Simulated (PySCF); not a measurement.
**Ionisation energy of N by level of theory**

N [He] 2s2 2p3 (4S) → N⁺ [He] 2s2 2p2 (3P), as a difference of total energies. All numbers are calculated (PySCF 2.14, no relativity, point nucleus, in aug-cc-pVTZ with one added diffuse shell each of s, p, d, f type (6s5p4d3f, 62 functions)). Correlated levels: valence: 1s2 frozen. The calculations carry no spin-orbit coupling.

| method | ionisation energy (eV) | error (eV) |
| --- | --- | --- |
| UHF | 13.896 | -0.649 |
| MP2 (valence) | 14.589 | +0.044 |
| SCS-MP2 (valence) | 14.331 | -0.214 |
| CCSD (valence) | 14.448 | -0.097 |
| CCSD(T) (valence) | 14.473 | -0.072 |

Reference: 14.545 eV (measured; NIST levels, between the centres of gravity of the two terms).

Errors of the correlated levels include the incompleteness of this basis and the frozen core.
